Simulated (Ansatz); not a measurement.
**CHS radical (SMILES [CH]=S): single points off equilibrium**

The task here is to estimate one member of a computed series from the others.

Program: Ansatz 0.2.0, Gaussian basis. Level of theory: single points in def2-TZVPP. These are calculated values, not measurements.

Cores are frozen in the correlated methods. Orbitals are unrestricted.

## The starting structure

SMILES `[CH]=S`, 3 atoms, charge 0, spin multiplicity 2.

Atoms are counted from 1 here; the program's logs count them from 0.

Bond lengths: C1–S2 1.321 Å, C1–H3 1.103 Å. Angles: S2–C1–H3 133.0°.

Coordinates:

```
atom    x (Å)    y (Å)    z (Å)
  C1  -0.1456   0.3096   0.0493
  S2   0.8909  -0.2016   0.6887
  H3  -0.9909  -0.1429  -0.4963
```

Set-up of the first run:

run/in.yaml reads:

```yaml
crystal:
  periodic: [false, false, false]
  atoms:
    - {symbol: C, position_ang: [-0.145600, 0.309600, 0.049300]}
    - {symbol: S, position_ang: [0.890900, -0.201600, 0.688700]}
    - {symbol: H, position_ang: [-0.990900, -0.142900, -0.496300]}
basis:
  gaussian: {orbitals: def2-TZVPP}
magnetization: {spin_polarized: true, initial_magnetization: 1}
correlation: {method: ccsd_t}
scf: {omitted_lower_state_checks: [cluster_reference]}
output: {forces: true}
```

The command line of these runs was not kept.

Among the steps run: CCSD(T)/def2-TZVPP; PBE0-D4/def2-TZVPP; wB97M-V/def2-TZVPP; r2SCAN-D4/def2-TZVPP; PBE-D4/def2-TZVPP; r2SCAN0-D4/def2-TZVPP; BLYP-D4/def2-TZVPP.

One table of the session follows, with a row left open; its other results are not shown here.

```
    method  RMS force component (eV/Å)  angle to CCSD(T) forces (°)  dipole (D)
   CCSD(T)                      11.285                    reference        0.93
   PBE0-D4                      10.831                          0.1        0.93
   wB97M-V                      10.774                          0.1        0.96
 r2SCAN-D4                      10.934                          0.2        0.92
    PBE-D4                      11.032                          0.8        0.92
r2SCAN0-D4                      10.776                          0.4        0.93
   BLYP-D4                           ?                            ?           ?
```

Q: Estimate the row for BLYP-D4 from the others.

**Answer.** RMS force component (eV/Å): 11.025; angle to CCSD(T) forces (°): 0.7; dipole (D): 0.92. In the column «RMS force component (eV/Å)» it lies between r2SCAN-D4 (10.934) and PBE-D4 (11.032).
